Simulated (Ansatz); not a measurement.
Two isomers of C2H3ClO: A = `CC(=O)Cl`, B = `O=CCCl`.

Calculated with Ansatz (gas phase, PBE0-D4/def2-TZVP geometries, no zero-point term in ΔE). CBS: MP2 limit from def2 TZ/QZ plus the TZ coupled-cluster correction, frozen cores. Functionals use def2-TZVPP. B3LYP here is the variant with VWN-RPA as its local correlation; programs differ in this. One conformer a species, not always the lowest.

(1) Which isomer does CCSD(T)/CBS put lower? Give the gap. (An estimate is asked.)

(2) Give E(B) − E(A) in kcal/mol with ωB97M-V, B2PLYP, PBE-D4, HF/def2-TZVPP, CCSD(T)/def2-SVP, B3LYP-D4, r2SCAN-D4. (Estimate.)

(3) Does the order hold for the free energy at 298.15 K (harmonic terms from PBE0-D4)? (An estimate is asked.)

Largest T1 diagnostic: 0.014.

Results:

(1) Computed: A, by 15.4 kcal/mol.

(2) Ansatz gave: ωB97M-V 16.1, B2PLYP 16.7, PBE-D4 18.8, HF/def2-TZVPP 12.7, CCSD(T)/def2-SVP 16.6, B3LYP-D4 17.1, r2SCAN-D4 19.5. None reverses the order clearly.

(3) Computed: Yes: G(B) − G(A) = +14.9 kcal/mol, for one conformer each. Modes under 60 cm⁻¹, often nearly free rotors, make the harmonic entropy too high.

In def2-TZVPP, CCSD(T) changes the Hartree–Fock value by +2.7 kcal/mol (the triples alone add +1.0 kcal/mol) and MP2 by +4.0 kcal/mol. At CCSD(T), def2-SVP lies +1.2 kcal/mol from the extrapolated value and def2-TZVPP +0.1 kcal/mol.
